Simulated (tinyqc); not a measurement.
Extended Hueckel theory, for BH3-, step by step. The parameters take no account of the charge, which enters only through the electron count, and nothing here shows that the anion is bound. Computed by tinyqc, a small Python program that keeps every step (integrals from PySCF). Settings: charge = -1, K = 1.5, multiplicity = 2. Command: `OMP_NUM_THREADS=1 python tinyqc.py 21951 21952 out.jsonl` (the two numbers bound the seeds that draw the settings). One thread of a shared host (Intel(R) Xeon(R) Processor @ 2.60GHz), about 0.01 s of CPU time with the checks.

## Overlaps

Geometry (angstrom):
```
atom,x,y,z
B,0.000000,0.000000,0.015000
H,1.206000,0.000000,0.000000
H,-0.603000,1.044000,0.000000
H,-0.603000,-1.044000,0.000000
```

Parameters chosen for this run:
```
element,shell,Slater exponent,H_ii (eV)
H,1s,1.300000,-13.600000
B,2s,1.300000,-15.200000
B,2p,1.300000,-8.500000
```

Slater orbitals, each expanded in six Gaussians scaled to its exponent.

overlap S, lower triangle:
```
,1B 2s,1B 2px,1B 2py,1B 2pz,2H 1s,3H 1s,4H 1s
1B 2s,1.000000
1B 2px,0.000000,1.000000
1B 2py,0.000000,0.000000,1.000000
1B 2pz,0.000000,0.000000,0.000000,1.000000
2H 1s,0.481224,0.527290,0.000000,-0.006558,1.000000
3H 1s,0.481394,-0.263781,0.456695,-0.006562,0.088091,1.000000
4H 1s,0.481394,-0.263781,-0.456695,-0.006562,0.088091,0.088188,1.000000
```

## Wolfsberg-Helmholz matrix

diagonal H_ii (eV): 1B 2s -15.200000, 1B 2px -8.500000, 1B 2py -8.500000, 1B 2pz -8.500000, 2H 1s -13.600000, 3H 1s -13.600000, 4H 1s -13.600000

K = 1.500000

H_ij = K' S_ij (H_ii + H_jj)/2 for i != j (the diagonal keeps H_ii), with K' = 1.5.

H (eV), lower triangle:
```
,1B 2s,1B 2px,1B 2py,1B 2pz,2H 1s,3H 1s,4H 1s
1B 2s,-15.200000
1B 2px,0.000000,-8.500000
1B 2py,0.000000,0.000000,-8.500000
1B 2pz,0.000000,0.000000,0.000000,-8.500000
2H 1s,-10.394429,-8.739831,0.000000,0.108704,-13.600000
3H 1s,-10.398109,4.372169,-7.569726,0.108760,-1.797056,-13.600000
4H 1s,-10.398109,4.372169,7.569726,0.108760,-1.797056,-1.799045,-13.600000
```

## Orbitals

valence electrons = 7

Solve H C = S C e through S^(-1/2); fill by pairs from the bottom, a degenerate level sharing its electrons equally; each orbital has its largest coefficient positive (the first on a tie).

orbital energies (eV): -17.825474  -13.682156  -13.681519  -8.500794  2.110384  2.111955  7.343614

occupations: 2.000000  2.000000  2.000000  1.000000  0.000000  0.000000  0.000000

coefficients:
```
,MO1,MO2,MO3,MO4,MO5,MO6,MO7
1B 2s,0.558153,0.000037,0.000000,0.014100,0.002564,0.000000,1.460513
1B 2px,0.000017,0.293645,0.000000,0.000001,1.325525,0.000000,-0.002917
1B 2py,0.000000,0.000000,0.293722,0.000000,0.000000,1.325518,0.000000
1B 2pz,0.000710,0.000000,0.000000,0.999860,-0.000043,0.000000,-0.023407
2H 1s,0.268795,0.665028,0.000000,-0.004995,-0.952893,0.000000,-0.785610
3H 1s,0.268894,-0.332404,0.575860,-0.004993,0.474334,-0.824112,-0.788867
4H 1s,0.268894,-0.332404,-0.575860,-0.004993,0.474334,0.824112,-0.788867
```

sum of one-electron energies = -98.879092 eV

## Mulliken analysis

P = C n C^T; charge = valence electrons (H 1, B 3) minus the sum of (P S)_ii on the atom; overlap population = 2 sum P_ij S_ij between two atoms.

charges: 1B -0.019288, 2H -0.326991, 3H -0.326860, 4H -0.326860

Overlap populations:
```
pair,value
2-1,0.700720
3-1,0.700939
3-2,-0.052421
4-1,0.700939
4-2,-0.052421
4-3,-0.052492
```
